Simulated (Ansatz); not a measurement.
We consider antifluorite Mg2Ge, described by LDA in Ansatz (PAW).

From the output:

```
Crystal: 3 atoms, lattice volume = 62.109 Å³
Basis set: ecut = 520 eV, 1687 PW (Γ), exchange–correlation on 72×72×72 points (8 copies of the dense FFT grid, shifted against one another)
Bands: 21, of which v1, the nominal top of the filled ones, is band 17 counted from 1 (16 counted from 0)
Symmetry: 48 space group operations
Space group: Fm-3m (ITA 225), of the structure as read, at distance tolerance 4.0e-5 Å
k-points: 47 of 1000
Functional: x = slater, c = lda
SCF iter   1: F=—  HF=-8019.878265 eV  |F-HF|=—  |Δ(HF+E_count)|=         —  Δρ=7.45e-3  dr2=2.71e-2
SCF iter   2: F=—  HF=-8019.865618 eV  |F-HF|=—  |Δ(HF+E_count)|=   1.26e-2  Δρ=3.01e-3  dr2=3.00e-3
  ...
SCF iter   7: F=—  HF=-8019.864597 eV  |F-HF|=—  |Δ(HF+E_count)|=   2.23e-9  Δρ=2.69e-6  dr2=1.37e-9
SCF iter   8: F=-8019.864597 eV  HF=-8019.864597 eV  |F-HF|=1.73e-10  |Δ(HF+E_count)|=   1.94e-9  Δρ=6.40e-7  dr2=8.47e-11
SCF 1 converged in 8 iterations: F = -8019.864597 eV  dr2 = 8.47e-11
SCF converged after 8 iterations
Free energy (F): -8019.864597 eV
Internal energy: -8019.864592 eV  (E = F + TS)
E sigma→0 (E₀):  -8019.864594 eV
Fermi energy:    7.157241 eV
--- Stress (GPa, compression-positive) ---
       -0.002548      -0.000000      -0.000000
       -0.000000      -0.002548       0.000000
       -0.000000      -0.000000      -0.002548
  P = ⅓ Tr σ = -0.0025 GPa (-0.025 kbar)
```

### Question
Write an input file that could have produced this run (the log leaves some choices open).

### Answer
One answer among several that fit: 
Ansatz 0.2 input:
```yaml
crystal:
  lattice:
    - [0.0, 3.1432256402, 3.1432256402]
    - [3.1432256402, 0.0, 3.1432256402]
    - [3.1432256402, 3.1432256402, 0.0]
  atoms:
    - { symbol: Mg, position: [0.25, 0.25, 0.25] }
    - { symbol: Mg, position: [0.75, 0.75, 0.75] }
    - { symbol: Ge, position: [0.0, 0.0, 0.0] }
basis:
  ecutwfc: 520
  ecutrho_ratio: 4
  xc_grid: 2
kpoints:
  mp_grid: { grid: [10, 10, 10] }
hamiltonian:
  xc: lda
  dispersion: none
  pseudopotentials: { kind: paw }
scf:
  occupations: { method: fermi_dirac, width: 0.01 }
  convergence: { dr2_threshold: 0.0000000003 }
output:
  forces: true
  stress: true
  eigenvalues: true
```

The PAW data were made under PBE.

Ansatz is a program for electronic structure.
